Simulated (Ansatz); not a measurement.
**Molecular dynamics, step by step**

CH$_{3}$Si (SMILES C=[SiH+]) (charge +1), singlet, SPW92/def2-SVPD (Ansatz 0.2.0). Settings (timestep in fs, temperature in K; T counts 9 degrees of freedom):

```yaml
hamiltonian: {xc: lda}
md: {n_steps: 40, timestep: 0.25, temperature: 100, ensemble: nvt_nose_hoover, seed: 263, initial_velocities: maxwell_boltzmann}
```

Start (the SMILES describes the start alone):

| atom | x (Å) | y (Å) | z (Å) |
| --- | --- | --- | --- |
| C1 | -0.3171 | -0.6810 | 0.0890 |
| Si2 | 0.4113 | 0.8814 | -0.1171 |
| H3 | -0.4121 | -1.1396 | 1.0700 |
| H4 | -0.6998 | -1.2479 | -0.7560 |
| H5 | 1.0178 | 2.1871 | -0.2861 |

```tsv
step	time (fs)	potential energy less the start (meV)	kinetic energy (meV)	T (K)
0	0.00	0.0	38.8	100
2	0.50	-19.1	57.8	149
4	1.00	-36.7	75.4	194
6	1.50	-48.8	87.4	225
8	2.00	-53.3	91.9	237
10	2.50	-50.4	89.0	230
12	3.00	-42.1	80.7	208
14	3.50	-31.5	70.1	181
16	4.00	-22.0	60.7	157
18	4.50	-16.5	55.2	142
20	5.00	-16.7	55.4	143
22	5.50	-22.9	61.5	159
24	6.00	-34.2	72.7	188
26	6.50	-48.3	86.8	224
28	7.00	-62.5	100.9	260
30	7.50	-74.2	112.4	290
32	8.00	-81.4	119.6	308
34	8.50	-83.9	122.0	315
36	9.00	-82.7	120.7	311
38	9.50	-79.7	117.6	303
40	10.00	-76.8	114.6	296
```

Step 4, positions (Å) and forces (eV/Å):

```tsv
atom	x	y	z	Fx	Fy	Fz
C1	-0.316	-0.679	0.089	0.843	1.938	-0.478
Si2	0.411	0.880	-0.117	-1.066	-2.297	0.302
H3	-0.418	-1.141	1.079	0.042	-0.071	0.492
H4	-0.711	-1.256	-0.766	-0.010	0.020	-0.260
H5	1.018	2.211	-0.287	0.191	0.409	-0.056
```

Step 12, positions (Å) and forces (eV/Å):

```
atom       x       y       z      Fx      Fy      Fz
  C1  -0.311  -0.672   0.088   0.156   0.663  -0.386
 Si2   0.410   0.876  -0.116  -0.524  -1.094   0.142
  H3  -0.427  -1.144   1.106   0.148   0.317  -0.409
  H4  -0.732  -1.270  -0.790   0.412   0.581   0.600
  H5   1.023   2.266  -0.290  -0.192  -0.466   0.054
```

Step 18, positions (Å) and forces (eV/Å):

```
atom       x       y       z      Fx      Fy      Fz
  C1  -0.307  -0.664   0.086  -0.159   0.065  -0.139
 Si2   0.409   0.871  -0.116  -0.181  -0.312   0.039
  H3  -0.431  -1.140   1.118   0.198   0.463  -0.782
  H4  -0.739  -1.267  -0.795   0.508   0.678   0.776
  H5   1.022   2.298  -0.291  -0.366  -0.894   0.107
```

Last step (40):

```json
{"atom": "C1", "x (Å)": "-0.2948", "y (Å)": "-0.6351", "z (Å)": "0.0805"}
{"atom": "Si2", "x (Å)": "0.4042", "y (Å)": "0.8548", "z (Å)": "-0.1141"}
{"atom": "H3", "x (Å)": "-0.4124", "y (Å)": "-1.0638", "z (Å)": "1.0681"}
{"atom": "H4", "x (Å)": "-0.7057", "y (Å)": "-1.1875", "z (Å)": "-0.7458"}
{"atom": "H5", "x (Å)": "0.9532", "y (Å)": "2.2452", "z (Å)": "-0.2756"}
```

Hardware: 2 CPU threads of an AMD EPYC, shared host. Wall time about 73 s.
